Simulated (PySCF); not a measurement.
Potential energy of SiP along the bond

Set-up: PySCF, no relativity, basis sets Si def2-TZVPPD, P def2-TZVPPD. Energies in eV from Si + P in their ground configurations at the same level. State: ²Π (doublet), unpaired electrons π ↑.

All columns are LC-ωPBE. A positive dipole means Si(−)P(+).

| R (Å) | E (eV) | μ (D) | Mulliken charge on Si (basis-dependent) | HOMO (eV) | LUMO (eV) | Mayer bond order | ⟨S²⟩ |
| --- | --- | --- | --- | --- | --- | --- | --- |
| 1.783 | -2.199 | -0.25 | 0.09 | -9.46 | -2.75 | 2.19 | 0.76 |
| 1.866 | -2.908 | -0.49 | 0.10 | -9.52 | -2.56 | 2.18 | 0.76 |
| 1.949 | -3.269 | -0.74 | 0.12 | -9.55 | -2.39 | 2.18 | 0.76 |
| 2.011 | -3.369 | -0.94 | 0.14 | -9.41 | -2.27 | 2.18 | 0.76 |
| 2.073 | -3.358 | -1.13 | 0.15 | -9.21 | -2.17 | 2.18 | 0.76 |
| 2.135 | -3.263 | -1.31 | 0.16 | -9.00 | -2.08 | 2.16 | 0.78 |
| 2.218 | -3.051 | -1.36 | 0.16 | -8.75 | -2.00 | 2.01 | 0.93 |
| 2.322 | -2.739 | -1.27 | 0.15 | -8.61 | -1.90 | 1.73 | 1.19 |
| 2.446 | -2.353 | -1.27 | 0.14 | -8.54 | -1.79 | 1.46 | 1.40 |
| 2.612 | -1.845 | -1.44 | 0.14 | -8.55 | -1.67 | 1.24 | 1.57 |

A fit through these points gives, at Re = 2.034 Å, μ = -1.01 D and dμ/dR = -3.10 D/Å; the reduced mass is 14.7 u.

**Question.** How strong is the fundamental in the double-harmonic approximation, I = 42.26·(dμ/dR)²/μred km/mol?

**Answer.** I = 42.26·(-3.10)²/14.7 = 27.6 km/mol at LC-ωPBE.

⟨S²⟩ of the unrestricted solution departs from its pure value on part of the curve, where spin states mix. The state is the lowest determinant that a PBE0 search found; another state may lie lower at other levels.
